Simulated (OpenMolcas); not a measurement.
# MP2/def2-SV(P) run of CH2F2 (difluoromethane)

Aim: the energy change on altering one bond length of CH2F2 (difluoromethane) at MP2/def2-SV(P), from 2 runs. 

The results are computed with OpenMolcas 26.06.

### Step 1. The molecule

CH2F2 has 5 atoms, charge 0, and is taken as a singlet. SMILES: `FCF`. Geometry: relaxed at PBE0-D4/def2-TZVP.

Bond lengths: F1–C2 1.351 Å, C2–F3 1.351 Å, C2–H4 1.093 Å, C2–H5 1.094 Å. Angles: F1–C2–F3 108.6°, F1–C2–H4 108.8°, F1–C2–H5 108.8°, F3–C2–H4 108.8°, F3–C2–H5 108.8°, H4–C2–H5 113.0°.

### Step 2. Energy and forces at MP2/def2-SV(P)

coord.xyz

```xyz
5

F     -1.073300     0.191200     0.698300
C      0.010100    -0.016900    -0.082300
F      1.090500    -0.179200     0.713200
H     -0.142700    -0.932900    -0.659500
H      0.165300     0.864200    -0.711100
```

job.input

```
* CH2F2 MP2

&gateway
  baslib = $CurrDir
  coord = coord.xyz
  basis = def2-SVP
  group = NoSym

&seward

&scf
  prorbitals = 1 1

&mbpt2
  frozen = 3
  grdt

&alaska
```

The basis set def2-SV(P) is read from a file made from the Basis Set Exchange's data (not shown).

Run with:

```
export MOLCAS_MEM=1860
pymolcas job.input > job.log
```

Log:

```text
--- Start Module: gateway ---
[...]
--- Stop Module: gateway /rc=_RC_ALL_IS_WELL_ ---
[...]
      Basis functions           46
[...]
       Convergence after  10 Iterations
[...]
::    Total SCF energy                               -237.7047681368
[...]
      Total spin, S                                     0.0000000000
[...]
      Total electronic charge=   26.000000
      Total            charge=   -0.000000
[...]
--- Start Module: mbpt2 ---
[...]
WARNING!
Default frozen orbitals as non valence orbitals is overwritten by user input.
Default values:   3
[...]
       Reference weight ( Cref**2 )         =        0.89872
::    Total MBPT2 energy                             -238.1971862932
[...]
      Dipole Moment (debye):
      Origin of the operator (angstrom)=    0.0091   -0.0008    0.4700
                   X=  3.7193E-03               Y= -5.7661E-02               Z= -1.9819E+00           Total=  1.9828E+00
      Quadrupole Moment (debye*angstrom):
[...]
      Total MBPT2 calculations                           0.37      0.53
--- Stop Module: mbpt2 /rc=_RC_ALL_IS_WELL_ ---
--- Start Module: alaska ---
[...]
 *              Molecular gradients               *
 **************************************************
  Irreducible representation: a
 ------------------------------------------------------------------------------------------
                              X                       Y                       Z
 ------------------------------------------------------------------------------------------
  F1                2.02215171241527E-03   -3.32475589126968E-04    3.45352542403532E-04
  C2               -8.59732198909072E-06   -3.23680179080466E-04   -8.52235150468772E-03
  F3               -2.01929808242340E-03    3.60905736683126E-04    3.13951708765359E-04
  H4                7.56177756032428E-04    4.54958918410941E-03    3.82414381822738E-03
  H5               -7.50434064017091E-04   -4.25433915258999E-03    4.03890343529234E-03
 ------------------------------------------------------------------------------------------
--- Stop Module: alaska /rc=_RC_ALL_IS_WELL_ ---
[...]
```

Run time: 3.3 s. Hardware: 1 thread of Arm Neoverse V1, shared host; peak memory 0.38 GiB.

### Step 3. The distorted shape

coord.xyz, as its differences from that of step 2:

```diff
@@ -2,3 +2,3 @@
 
-F     -1.073300     0.191200     0.698300
+F     -1.615029     0.295256     1.088621
 C      0.010100    -0.016900    -0.082300
```

job.input

```
&gateway
baslib = $CurrDir
coord = coord.xyz
basis = def2-SVP
group = NoSym
&seward
&scf
prorbitals = 1 1
&mbpt2
frozen = 3
grdt
&alaska
```

The basis set def2-SV(P) is read from a file made from the Basis Set Exchange's data (not shown).

Run with:

```
export MOLCAS_MEM=1860
pymolcas job.input > job.log
```

Log:

```text
--- Start Module: gateway ---
[...]
--- Stop Module: gateway /rc=_RC_ALL_IS_WELL_ ---
[...]
      Basis functions           46
[...]
       Convergence after  12 Iterations
[...]
::    Total SCF energy                               -237.5673409781
[...]
      Total spin, S                                     0.0000000000
[...]
      Total electronic charge=   26.000000
      Total            charge=   -0.000000
[...]
--- Start Module: mbpt2 ---
[...]
WARNING!
Default frozen orbitals as non valence orbitals is overwritten by user input.
Default values:   3
[...]
       Reference weight ( Cref**2 )         =        0.87732
::    Total MBPT2 energy                             -238.0851237985
[...]
      Dipole Moment (debye):
      Origin of the operator (angstrom)=   -0.1888    0.0372    0.6126
                   X=  1.9000E+00               Y= -4.1393E-01               Z= -3.0739E+00           Total=  3.6373E+00
      Quadrupole Moment (debye*angstrom):
[...]
      Total MBPT2 calculations                           0.37      0.53
--- Stop Module: mbpt2 /rc=_RC_ALL_IS_WELL_ ---
--- Start Module: alaska ---
[...]
 *              Molecular gradients               *
 **************************************************
  Irreducible representation: a
 ------------------------------------------------------------------------------------------
                              X                       Y                       Z
 ------------------------------------------------------------------------------------------
  F1               -7.64118259528503E-02    1.47386192177950E-02    5.71453288818056E-02
  C2                9.40530741327006E-03   -3.15203800408237E-03   -5.07818680302261E-02
  F3                3.36905285760754E-02   -5.49840142766755E-03    9.37993542853288E-03
  H4                1.81580067295268E-02    5.71383418662252E-03   -8.10317618864298E-03
  H5                1.51579832339925E-02   -1.18020139726736E-02   -7.64022009145071E-03
 ------------------------------------------------------------------------------------------
--- Stop Module: alaska /rc=_RC_ALL_IS_WELL_ ---
[...]
```

Wall time 3.3 s (1 thread of Arm Neoverse V1, shared host); peak memory 0.38 GiB.

### Step 4. Results

Level: MP2/def2-SV(P), 3 core orbitals frozen.

| quantity | value |
| --- | --- |
| first shape: total energy | -238.19719 Eh |
| first shape: dipole moment (mean-field density) | 2.25 D |
| first shape: HOMO energy (Hartree–Fock orbitals) | -14.58 eV |
| first shape: LUMO energy (Hartree–Fock orbitals) | 5.16 eV |
| first shape: HOMO–LUMO gap (Hartree–Fock orbitals) | 19.74 eV |
| first shape: correlation energy (3 core orbitals frozen) | -492.4 mEh |
| first shape: largest force on an atom | 0.439 eV/Å |
| distorted shape: total energy | -238.08512 Eh |
| distorted shape: dipole moment (mean-field density) | 4.86 D |
| distorted shape: HOMO energy (Hartree–Fock orbitals) | -13.56 eV |
| distorted shape: LUMO energy (Hartree–Fock orbitals) | 1.44 eV |
| distorted shape: HOMO–LUMO gap (Hartree–Fock orbitals) | 15.00 eV |
| distorted shape: correlation energy (3 core orbitals frozen) | -517.8 mEh |
| distorted shape: largest force on an atom | 4.965 eV/Å |
| energy change with the F1–C2 bond stretched from 1.351 to 2.027 Å | 3.049 eV |

With the F1–C2 bond stretched from 1.351 to 2.027 Å the energy rises by 3.05 eV (294 kJ/mol). The first shape isn't relaxed at this level, so the change isn't measured from a minimum. The largest force (first shape) is 0.44 eV/Å: the shape isn't a stationary point for this species at this level.
